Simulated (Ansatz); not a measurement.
The first iterations of a band of C$_{2}$H$_{4}$N (7 atoms, charge 0, multiplicity 2).

Level of theory: Ansatz, UKS PBE/def2-SVP.

```json
{"movable images": "5", "climbing image": "yes", "spring": "5.0 eV/Å²", "optimiser": "quadratic models (default)", "start path": "IDPP", "force threshold": "0.03 eV/Å", "iteration limit": "60", "end points": "relaxed"}
```

Image 0:

```xyz
7
Properties=species:S:1:pos:R:3
C -0.920 0.324 -0.415
C 0.340 0.078 0.168
N 0.831 -1.145 0.238
H -1.500 -0.522 -0.817
H -1.335 1.341 -0.477
H 0.888 0.968 0.560
H 1.758 -1.111 0.698
```

Image 6:

```xyz
7
Properties=species:S:1:pos:R:3
C -0.920 0.324 -0.415
C 0.340 0.078 0.168
N 0.831 -1.146 0.238
H -1.334 1.341 -0.477
H -1.500 -0.521 -0.817
H 0.887 0.967 0.560
H 1.758 -1.111 0.698
```

| iteration | highest image above the first end (eV) | largest band force component (eV/Å) |
| --- | --- | --- |
| 1 | 0.808 | 2.801 |
| 2 | 0.738 | 1.662 |

Task: Does the band converge within its limit, and where does its top end?

Result: It converged. It ended after 6 iterations with the highest image 0.665 eV above the first end. A vibrational analysis at the climbing image gives one clearly imaginary mode, 449i cm⁻¹: a first-order saddle point.

The run took 60 s on 1 thread of Arm Neoverse V2 (shared host), peak memory 0.22 GiB.
